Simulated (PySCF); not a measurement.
## Simulated absorption spectrum

Compound: C₄H₅P.
InChI=1S/C4H5P/c1-2-4-5-3-1/h1-5H

Theory: PySCF, TDDFT B3LYP/def2-SVPD, vertical, gas phase, core orbitals frozen in the response. Geometry: PBE0-D3(BJ)/def2-SVP; no solvent, vibrations or thermal averaging.

Computed states:

```tsv
state	E (eV)	f
S1	4.66	0.040
S2	4.95	0.100
S3	6.10	0.0052
S4	6.27	0.0053
S5	6.58	0.0030
S6	6.64	0.042
```

Broadening: Gaussians 0.25 eV wide at half height, area fixed by f = 4.319×10⁻⁹ ∫ε dν̃. The width is an assumption, not a result. The curve ends short of the highest state used, and states not computed would add to its high-energy end.

Task: Give the broadened spectrum and its maxima.

Result: 
| E (eV) | ε (L mol⁻¹ cm⁻¹) |
| --- | --- |
| 4.29 | 9 |
| 4.35 | 56 |
| 4.41 | 252 |
| 4.47 | 826 |
| 4.53 | 1969 |
| 4.59 | 3431 |
| 4.65 | 4457 |
| 4.71 | 4692 |
| 4.77 | 5045 |
| 4.83 | 6785 |
| 4.89 | 9504 |
| 4.95 | 10897 |
| 5.01 | 9342 |
| 5.08 | 5253 |
| 5.14 | 2272 |
| 5.20 | 714 |
| 5.26 | 163 |
| 5.32 | 27 |
| 5.38 | 3 |
| 5.44 | 0 |
| 5.50 | 0 |
| 5.56 | 0 |
| 5.62 | 0 |
| 5.68 | 0 |
| 5.74 | 2 |
| 5.80 | 10 |
| 5.86 | 43 |
| 5.92 | 133 |
| 5.98 | 308 |
| 6.04 | 537 |

Maxima: 250 nm (4.95 eV), ε about 11000, made up of S2 (99%) (ε in L mol⁻¹ cm⁻¹; maxima over ε = 5, shares over 10%). At its high-energy end, 6.04 eV, the curve is still rising (ε about 540, from S3 and S4).

Task: On this curve, what absorbance would a 10⁻⁴ mol/L sample give at 266 nm over a 1 cm path?

Result: 266 nm is 4.661 eV, where ε is about 4600 L mol⁻¹ cm⁻¹, so A = ε c l ≈ 0.46 (Beer–Lambert, with the gas-phase spectrum and the assumed width).

Task: What would ε be at 4.95 eV, the highest of these maxima, with half the width (0.125 eV)?

Result: About 21600 L mol⁻¹ cm⁻¹ against 10900, a factor of about 1.98; a lone state at its own centre would give exactly 2.

Task: Coming from long wavelengths, where does ε first pass 100 L mol⁻¹ cm⁻¹?

Result: At about 284 nm (4.37 eV), 0.29 eV below S1.

On one thread of an x86-64 server, no GPU, on a shared host, this took 17 s of wall time (grids of density and orbitals included).
